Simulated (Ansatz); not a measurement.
**Tantalum, bcc: HSE06 after PBE**

Aim: see what exact exchange does to the levels, and what it costs. Spin polarisation is left out. The cell comes from an earlier PBE relaxation. Exact exchange is dear, so the k-mesh is coarse, and PBE is run on the same mesh for comparison.

Computed with Ansatz 0.2.0 (DFT, plane waves (420 eV) with PBE-made PAW files, scalar-relativistic; functionals as named at each step, unless a step says otherwise).

### Step 1. Starting point

Symmetry: Im-3m, No. 229, cubic system. The conventional cell has a = 3.321 Å, b = 3.321 Å, c = 3.321 Å, α = 90.00°, β = 90.00°, γ = 90.00°. Ta (site symmetry m-3m) has 8 Ta at 2.88 Å as nearest neighbours.

Structure file:

```
CELL_PARAMETERS angstrom
-1.66072 1.66072 1.66072
1.66072 -1.66072 1.66072
1.66072 1.66072 -1.66072
ATOMIC_POSITIONS crystal
Ta 0.00000 0.00000 0.00000
```

### Step 2. PBE on the coarse mesh

The run with PBE.

The input, input.yaml:

```yaml
crystal:
  lattice:
    - [-1.6607181511, 1.6607181511, 1.6607181511]
    - [1.6607181511, -1.6607181511, 1.6607181511]
    - [1.6607181511, 1.6607181511, -1.6607181511]
  atoms:
    - { symbol: Ta, position: [0.0, 0.0, 0.0] }
hamiltonian:
  xc: pbe
  pseudopotentials:
    kind: paw
    azcp:
      Ta: "pseudopotentials/Ta.paw.azcp"
basis:
  ecutwfc: 420
  fft_grid_basis: typed
kpoints:
  mp_grid: { grid: [7, 7, 7], shift: [0, 0, 0] }
magnetization:
  spin_polarized: false
scf:
  occupations: { method: fermi_dirac, width: 0.1 }
```

The log of the run, shortened:

```text
Warning: RAYON_NUM_THREADS=4 ignored (pool sized by the plan → 4); use --threads N
[...]
Pseudopotentials: kind: paw
Pseudopotential: Ta, paw, valence charge 13, recommended cutoff 420 eV (normal), <dir>
Functional definition: PBE
[...]
Crystal: 1 atoms, lattice volume = 18.321 Å³
Basis set: ecut = 420 eV, 369 PW (Γ)
Bands: 11, of which v1, the nominal top of the filled ones, is band 7 counted from 1 (6 counted from 0)
Symmetry: 48 space group operations
Space group: Im-3m (ITA 229), of the structure as read, at distance tolerance 2.6e-5 Å
k-points: 20 of 343
[...]
SCF iter   1: F=—  HF=-9932.293860 eV  |F-HF|=—  |Δ(HF+E_count)|=         —  Δρ=2.76e-3  dr2=7.01e-4  ethr=1.77e-3  ⟨swp⟩=5.2  Hψ=1231  notcnv=0
[...]
SCF iter   6: F=-9932.293741 eV  HF=-9932.293741 eV  |F-HF|=2.18e-11  |Δ(HF+E_count)|=   3.78e-9  Δρ=9.23e-7  dr2=4.89e-11  ethr=1.06e-10  ⟨swp⟩=1.0  Hψ=646  notcnv=0
[...]
SCF converged after 6 iterations
Free energy (F): -9932.293741 eV
[...]
E sigma→0 (E₀):  -9932.275642 eV
Entropy (-TS):   -0.036197 eV (-36.197 meV/atom)
Fermi energy:    18.179859 eV
[...]
```

Wall time 0.25 s (4 threads of an Arm CPU, shared host); peak memory 0.24 GiB.

### Step 3. HSE06 on the coarse mesh

The run with HSE06.

input.yaml, as its differences from that of step 2:

```diff
@@ -8,3 +8,3 @@
 hamiltonian:
-  xc: pbe
+  xc: hse06
   pseudopotentials:
```

The log of the run, shortened:

```text
Warning: RAYON_NUM_THREADS=4 ignored (pool sized by the plan → 4); use --threads N
[...]
[... 2 set-up lines as earlier in the session ...]
Functional definition: HSE06
[...]
Crystal: 1 atoms, lattice volume = 18.321 Å³
Basis set: ecut = 420 eV, 369 PW (Γ)
Bands: 11, of which v1, the nominal top of the filled ones, is band 7 counted from 1 (6 counted from 0)
[... 2 set-up lines as earlier in the session ...]
k-points: 20 of 343
[...]
SCF iter   1: F=—  HF=-9932.287166 eV  |F-HF|=—  |Δ(HF+E_count)|=         —  Δρ=5.82e-3  dr2=6.33e-3  ethr=1.77e-3  ⟨swp⟩=6.1  Hψ=872  notcnv=0
[...]
Frozen-core exchange: fock
[...]
SCF 2 stopped early in 5 iterations: F = -9932.769112 eV  dr2 = 7.37e-7
hybrid outer 1: dexx = +2.856e-3 eV, tail = 7.21e-6 eV
[...]
Frozen-core exchange: fock
[...]
hybrid outer 2: dexx = +1.938e-7 eV, tail = 9.07e-8 eV, Δε = 1.02e-3 eV (about 1.12e-4 eV left of the loop's levels)
hybrid SCF converged: 2 outer / 7 inner (+5 warm-up), last move |dexx| = 1.94e-7 eV, tail = 9.07e-8 eV
Stability not checked: this state was not tested for a lower state beside it, because the functional holds exact exchange (a hybrid, or Hartree-Fock), whose exchange loop this test does not read (fock_operator; see scf.lower_state_search)
Free energy (F): -9932.769128 eV
Frozen-core exchange: fock
[...]
E sigma→0 (E₀):  -9932.757188 eV
Entropy (-TS):   -0.023878 eV (-23.878 meV/atom)
Fermi energy:    18.071114 eV
[...]
--- Band table (eV; the first three rows and the last of 20) ---
  k-point 0: bands = ["-52.6915", "-17.1805", "-17.1805", "-17.1805", "9.2087", "19.3140", "19.3140", "19.3140", "22.9302"]
[...]
  guard bands above this table: 2 of the run's 11 bands. The solve was not asked for them (output.publish_guard_bands: true or output.eigenvalues: true publishes all)
```

Run time: 3.6 s. Hardware: 4 threads of an Arm CPU, shared host; peak memory 0.69 GiB.

### Step 4. The functionals compared

```
functional               gap on the mesh  Fermi energy (eV)  SCF cycles  exchange loops  CPU time
       PBE  none (levels filled in part)             18.180           6               -    0.37 s
     HSE06  none (levels filled in part)             18.071          12               2     8.7 s
```

### Step 5. What came out

```
                         quantity                         value
                         PBE: gap  none (levels filled in part)
                       HSE06: gap  none (levels filled in part)
HSE06: SCF cycles, exchange loops                         12, 2
 HSE06: CPU time over that of PBE                            23
```

Neither PBE nor HSE06 shows a clean gap on this mesh. HSE06 cost 23 times the CPU time of PBE. HSE06 needed 2 outer loops of the exchange operator. The total energies in the logs cannot be compared from one functional to another.
